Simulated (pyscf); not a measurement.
This saddle point was located with ωB97X-D3(BJ)/def2-SVP in PySCF.

```xyz
10

Sb    -1.2981    -1.1414    -0.2822
O     -0.6090     0.4997     0.8768
O      0.3896    -2.0903     0.1266
O     -0.4523    -0.6355    -1.9865
H      0.3507     0.6343     0.8400
H      1.0258    -1.9255    -0.5852
H     -1.0036    -0.0082    -2.4747
S     -2.5236     1.4840    -0.8375
H     -1.3229     1.2598     0.2488
H     -3.5355     1.3650     0.0436
```
Charge 0, spin multiplicity 1.

Surface: singlet, charge 0. Lowest wavenumbers (cm⁻¹): 948i, 86, 135, 174, 191.

Which two sides does it connect, and which bonds change?

HO–Sb(OH)–OH + H₂S <-> HO–Sb(OH)–SH + water (H₂O), a four-centre exchange read from left to right: O–Sb, H–S broken and S–Sb, H–O formed. At ωB97M-D3(BJ)/def2-TZVP it lies +9.0 kcal/mol from the left side and +11.2 kcal/mol from the right (each side as separated species at their lowest minima found). On the reactant side the descent ends in a complex, 6.6 kcal/mol under the separated species and 12.9 kcal/mol under the saddle at ωB97X-D3(BJ)/def2-TZVP. On the product side the descent ends in a bound adduct, 10.5 kcal/mol under the separated species and 22.2 kcal/mol under the saddle at ωB97X-D3(BJ)/def2-TZVP. At ωB97X-D3(BJ) the barrier from the zero used here is 6.3 kcal/mol. This is the saddle that the search found; another between the same sides may lie lower. Elements past Kr carry the def2 core potentials, without spin-orbit coupling.
